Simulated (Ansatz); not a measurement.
`[BH2][AlH][OH]`. Charge 0, multiplicity 1. The structure was optimised at the PBE0-D4/def2-TZVP level. It is one conformer, not always the lowest.

```xyz
7

B     0.702   -1.320   -0.337
Al   -0.003    0.662   -0.063
O    -1.422    0.840    0.862
H     0.368   -2.004   -1.264
H     1.484   -1.839    0.409
H     0.691    1.972   -0.652
H    -1.821    1.689    1.045
```

Problem. What is the dipole moment at B3LYP/def2-TZVPP? (An estimate is asked.)

Solution. Ansatz gave: 0.79 D, with components (0.09, 0.77, -0.13) D in this frame, pointing from negative to positive charge.

Problem. And with PBE, r2SCAN, ωB97M-V? (Estimate.)

Solution. Computed: PBE 0.73 D, r2SCAN 0.75 D, ωB97M-V 0.81 D.

Problem. Give the Mulliken charges with B3LYP, ωB97M-V, PBE in def2-TZVPP. (Best estimate.)

Solution. Ansatz gave: 
```json
{"atom": "B1", "B3LYP": "-0.12", "ωB97M-V": "-0.24", "PBE": "-0.11"}
{"atom": "Al2", "B3LYP": "0.44", "ωB97M-V": "0.45", "PBE": "0.38"}
{"atom": "O3", "B3LYP": "-0.42", "ωB97M-V": "-0.41", "PBE": "-0.38"}
{"atom": "H4", "B3LYP": "0.05", "ωB97M-V": "0.08", "PBE": "0.03"}
{"atom": "H5", "B3LYP": "0.05", "ωB97M-V": "0.08", "PBE": "0.03"}
{"atom": "H6", "B3LYP": "-0.16", "ωB97M-V": "-0.13", "PBE": "-0.14"}
{"atom": "H7", "B3LYP": "0.17", "ωB97M-V": "0.16", "PBE": "0.18"}
```

B3LYP here is the variant with VWN-RPA as its local correlation; programs differ in this.
